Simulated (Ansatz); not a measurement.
## Si, triplet: reading a ladder of total energies

A free Si atom.

Basis cc-pVTZ; Ansatz 0.2.0. Correlated methods freeze the noble-gas cores, which leaves 4 electrons in 29 orbitals. Prefix R: restricted or restricted open-shell reference; prefix U: unrestricted.

Full CI isn't at hand for all of this; UCCSDT(Q) serves as the reference, and is uncertain by about the last step of the cluster series.

Runs differ by some tens of microhartree through their thresholds and, for an open shell, their frozen cores, so steps under 0.03 kcal/mol mean nothing.

| level | total energy (hartree) |
| --- | --- |
| UHF | -288.856427 |
| UMP2 | -288.912503 |
| UCCSD | -288.930676 |
| UCCSD(T) | -288.933123 |
| UCCSDT | -288.933867 |
| UCCSDT(Q) | -288.933926 |

Q: What is the correlation energy at UCCSDT(Q), and what share of it do UMP2 and UCCSD recover?

A: E(corr) = -288.933926 − (-288.856427) = -0.077499 hartree = -2.109 eV. UMP2: -0.056076 / -0.077499 = 72.36 %. UCCSD: -0.074249 / -0.077499 = 95.81 %.

Q: By how many kcal/mol does UCCSD(T) miss UCCSDT(Q) (1 hartree = 627.509 kcal/mol), and which steps make up the rest?

A: -288.933123 − (-288.933926) = 0.000803 hartree = 0.50 kcal/mol. Steps: UCCSDT − UCCSD(T) = -0.47, UCCSDT(Q) − UCCSDT = -0.04 kcal/mol. That is within 1 kcal/mol of the reference in this basis, which itself misses far more of the correlation at the basis-set limit.
